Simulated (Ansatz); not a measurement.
```yaml
crystal:
  periodic: [false, false, false]
  atoms:
    - {symbol: C, position_ang: [-1.321702, -0.646190, -0.019211]}
    - {symbol: C, position_ang: [-0.625180, -0.074733, -0.000410]}
    - {symbol: C, position_ang: [0.250030, -0.196276, -0.005669]}
    - {symbol: C, position_ang: [0.705769, 0.415108, -0.488779]}
    - {symbol: C, position_ang: [0.707908, 0.390938, 0.512096]}
    - {symbol: H, position_ang: [-2.038167, -0.536423, -0.012068]}
    - {symbol: H, position_ang: [-0.950571, -1.451228, -0.034725]}
    - {symbol: H, position_ang: [-0.970659, 0.517587, 0.017717]}
    - {symbol: H, position_ang: [0.415117, -0.886383, -0.025705]}
    - {symbol: H, position_ang: [0.479847, 0.888440, -0.699315]}
    - {symbol: H, position_ang: [1.207313, 0.239357, -0.724346]}
    - {symbol: H, position_ang: [0.484108, 0.989035, 0.871431]}
    - {symbol: H, position_ang: [1.210973, 0.191641, 0.851100]}
basis:
  gaussian: {orbitals: def2-mTZVPP}
hamiltonian: {xc: {name: CAM-B3LYP}, pseudopotentials: {relativity: scalar}}
scf: {lower_state_search: full}
output: {forces: true}
```

```sh
$ ansatz run in.yaml --threads 4 --pin off --events-out ev --progress --plain --max-ram 10444MiB
```

Output, abridged:

```
Functional definition: CAM-B3LYP
1241 factors; integrals over basis functions are off by at most 8.9e-4 eV
345 factors; integrals over basis functions are off by at most 6.3e-6 eV
mean field evaluation 1: about -5119.0265 eV, gradient 1.8e2 eV
mean field evaluation 2: about -5120.4631 eV, gradient 1.8e2 eV
mean field evaluation 4: about -5171.2275 eV, gradient 3.4e1 eV
mean field evaluation 8: about -5173.3775 eV, gradient 3.7e-1 eV
mean field evaluation 16: about -5173.4377 eV, gradient 9.9e-5 eV
mean field -5173.43774233 eV, -190.1203303487 hartree, gradient 2.5e-5 eV, S^2 0.000000; 0 other end points of the search recorded, 0 dependent functions left out
reference -5173.43784445 eV, -190.1203341014 hartree; 19, 19 occupied and 116, 116 virtual orbitals, 1241 factors
Total energy: -5173.43784445 eV, -190.1203341014 hartree
Relativity: scalar
Atom 0 at    -1.321702    -0.646190    -0.019211 Å, force   -41.300011   -59.762439    -2.075021 eV/Å
Atom 1 at    -0.625180    -0.074733    -0.000410 Å, force   -27.224242    28.826718     1.279240 eV/Å
Atom 2 at     0.250030    -0.196276    -0.005669 Å, force     4.776093   -90.347987    -1.088572 eV/Å
Atom 3 at     0.705769     0.415108    -0.488779 Å, force    16.939200     6.696175   -20.107626 eV/Å
Atom 4 at     0.707908     0.390938     0.512096 Å, force    13.569017    49.851154    50.272278 eV/Å
Atom 5 at    -2.038167    -0.536423    -0.012068 Å, force   -38.711134     5.207825     0.312738 eV/Å
Atom 6 at    -0.950571    -1.451228    -0.034725 Å, force     1.461809   -14.264038    -0.329566 eV/Å
Atom 7 at    -0.970659     0.517587     0.017717 Å, force   -21.425081    45.649584     1.288955 eV/Å
Atom 8 at     0.415117    -0.886383    -0.025705 Å, force    10.844848   -40.845904    -1.001080 eV/Å
Atom 9 at     0.479847     0.888440    -0.699315 Å, force   -41.175232    86.943218   -42.002549 eV/Å
Atom 10 at     1.207313     0.239357    -0.724346 Å, force    81.345086   -26.843972   -40.864448 eV/Å
Atom 11 at     0.484108     0.989035     0.871431 Å, force   -12.370438    29.194905    18.882587 eV/Å
Atom 12 at     1.210973     0.191641     0.851100 Å, force    53.270084   -20.305240    35.433064 eV/Å
Dipole moment:     0.274276     0.205161     0.023061 e Å
```

Problem. Something in this input is off. What?

Solution. The geometry is squeezed to about two thirds of its size. The calculation finished and met its thresholds. The result belongs to that input, not to the molecule as meant.
